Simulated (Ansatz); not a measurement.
## BeSn: from a trial structure to a relaxed crystal

Theory: DFT PBE, scalar-relativistic, plane waves, PAW (Ansatz 0.2.0).

BeSn was placed on the NaTl (B32) structure type (Fd-3m, No. 227), with Be in place of Na, Sn in place of Tl, at a guessed volume.

Input of the last, converged step (default PAW datasets):

```yaml
crystal:
  lattice:
    - [0.0, 3.3738039094, 3.3738039094]
    - [3.3738039094, 0.0, 3.3738039094]
    - [3.3738039094, 3.3738039094, 0.0]
  atoms:
    - { symbol: Be, position: [0.0, 0.0, 0.0] }
    - { symbol: Be, position: [0.25, 0.25, 0.25] }
    - { symbol: Sn, position: [0.5, 0.5, 0.5] }
    - { symbol: Sn, position: [0.75, 0.75, 0.75] }
basis:
  ecutwfc: 420
kpoints:
  mp_grid: { grid: [12, 12, 12] }
hamiltonian:
  xc: pbe
scf:
  occupations: { method: gaussian, width: 0.1 }
output:
  forces: true
  stress: true
  eigenvalues: true
  write_density: true
  write_potential: true
  elf: true
  volumetric_format: npy
relax:
  adjacent_minimum: "off"
  f_tol: 0.01
  max_steps: 80
  cell: { stress_tol: 0.05 }
```

Launched as:

```bash
ansatz run input.yaml --threads 1 --pin off --max-ram 2560MiB --backend cpu --events-out ev --progress --plain --runs-dir out
```

The run took 42 s on 1 thread of AMD EPYC 7R43 64-Core Processor (Zen 3) (shared host), peak memory 0.47 GiB.

The program printed at the end:

```
SCF converged after 4 iterations
Free energy (F): -12230.503345 eV
Harris-Foulkes:  -12230.503345 eV  (|F-HF|=0.00e0)
Internal energy: -12230.491565 eV  (E = F + TS)
E sigma→0 (E₀):  -12230.497455 eV
Entropy (-TS):   -0.011779 eV (-2.945 meV/atom)
Fermi energy:    9.161300 eV
--- Per-component energies (eV) ---
  E_band       = -189.604603
  E_kinetic    = 403.946154
  E_local      = -2156.809716  (includes V_loc(G=0)·N_el)
  E_nonlocal   = -55.315341
  E_hartree    = 1279.353275
  E_xc         = -801.144178
  E_vxc        = -229.102119  (∫ρ·V_xc dr)
  E_paw        = -8390.193936  (= ΣΔE_a)
  E_vpaw       = -711.029919  (= ΣTr[D̂ρ^β])
  E_aug_tail   = -0.000002  (compensation charges beyond the density's cutoff)
  E_ewald      = -2510.327821
  E_smearing   = -0.011779  (= −TS)
  E_closure    = 0.000000  (closes the sum)
  Σ components = -12230.503345   (vs F -12230.503345, Δ=0.00e0)
--- Forces (eV/Å), atoms counted from 1 ---
  atom   1  Be     0.00000000     0.00000000     0.00000000
  atom   2  Be     0.00000000     0.00000000     0.00000000
  atom   3  Sn     0.00000000     0.00000000     0.00000000
  atom   4  Sn     0.00000000     0.00000000     0.00000000
  max |Σ_I F_I| component: 3.24e-17 eV/Å
--- Stress (GPa, compression-positive) ---
       -0.034305       0.000000       0.000000
        0.000000      -0.034305       0.000000
        0.000000       0.000000      -0.034305
  P = ⅓ Tr σ = -0.0343 GPa (-0.343 kbar)
--- Relaxed structure (3 steps of the walk, 2 accepted, 1 SCFs on fresh bases) ---
  F+E_penalty+E_count = -12230.50334488 eV   max|allowed force component| = 1.018e-16 eV/Å   (the final SCF, on the basis selected at the relaxed cell)
  cell:  # Å, volume = 78.1774 Å³
    - [0.000000, 3.393780, 3.393780]
    - [3.393780, 0.000000, 3.393780]
    - [3.393780, 3.393780, 0.000000]
  atoms:
    - { symbol: Be, position: [0.000000, 0.000000, 0.000000] }
    - { symbol: Be, position: [0.250000, 0.250000, 0.250000] }
    - { symbol: Sn, position: [0.500000, 0.500000, 0.500000] }
    - { symbol: Sn, position: [0.75, 0.75, 0.75] }
```

Total energies depend on the potentials used, so only differences within one code and one set of settings carry meaning.

The result has space group Fd-3m (No. 227). Around Be lie 4 Be at 2.94 Å, 4 Sn at 2.94 Å and 6 Sn at 3.39 Å; Sn has 4 Be at 2.94 Å, 4 Sn at 2.94 Å and 6 Be at 3.39 Å.

Against the elements it lies at 0.86 eV/atom. Energies over the elements count from the elements' standard structures at the same level, with no empirical corrections.

The k mesh leaves about 4 meV/atom of noise in metals.

Symmetry constrained the relaxation, so the result can be a saddle point.